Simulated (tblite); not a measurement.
C3H3O (doublet state).
SMILES: `O=C1[CH]C1`

Computed values, GFN2-xTB/tblite, gas phase, harmonic and unscaled. Errors from tens to a few hundred cm⁻¹ against measured bands are possible. Open shells enter through the occupations alone, without spin polarisation, and single modes of such species can be off by tens of per cent.

Harmonic wavenumbers (cm⁻¹): 284.9, 414.3, 462.4, 621.3, 854.7, 873.1, 896.5, 978.3, 1117.4, 1270.3, 1415.5, 2051.2, 3012.6, 3038.0, 3181.7.

A = 24922, B = 7576, C = 6054 MHz; mass 55.018 u (most abundant isotopes); point group C1, symmetry number 1; spin multiplicity 2.

Q: What is the zero-point energy?

A: Half the sum of the wavenumbers: 10236 cm⁻¹ = 29.27 kcal/mol.

Q: Entropy at 200 K, 1 bar (ideal gas, RRHO, classical rotation)?

A: Translation 35.98, rotation 21.97, vibration 1.85, spin (R ln 2) 1.38: S = 61.2 cal/(mol K).

Q: And Cp and H(200 K) − H(0)?

A: Cp = 12.27 cal/(mol K), of which vibrations give 4.32 (their classical limit is 15 R = 29.8); H(200 K) − H(0) = 1.86 kcal/mol without the zero-point energy, 0.27 from vibrations.

Q: Which modes carry the vibrational entropy at 200 K?

A: 284.9 cm⁻¹: 0.88; 414.3 cm⁻¹: 0.42; 462.4 cm⁻¹: 0.32; 621.3 cm⁻¹: 0.13; 854.7 cm⁻¹: 0.03; 873.1 cm⁻¹: 0.03 cal/(mol K); the other 9 give 0.05 together.

Q: How do the functions run with temperature in this model?

A: 
```tsv
T (K)	S (cal/(mol K))	Cp (cal/(mol K))	H − H(0) (kcal/mol)	G − H(0) (kcal/mol)	ln q(vib)
100	54.0	8.8	0.81	-4.59	0.02
300	66.9	16.0	3.28	-16.78	0.67
500	76.5	22.0	7.12	-31.15	1.83
800	88.1	27.2	14.58	-55.93	3.78
1000	94.5	29.5	20.27	-74.20	5.05
```

q(vib) and H(0) count from the zero-point level.

Q: What must be added to the electronic energy to get the Gibbs energy at 200 K and 1 bar?

A: ZPE + [H(200 K) − H(0)] − T·S = 29.27 + 1.86 − 12.23 = 18.90 kcal/mol.

Hindered rotation and anharmonicity are outside this model. The structure is chiral; the term R ln 2 for an equal mix with its mirror image is left out.
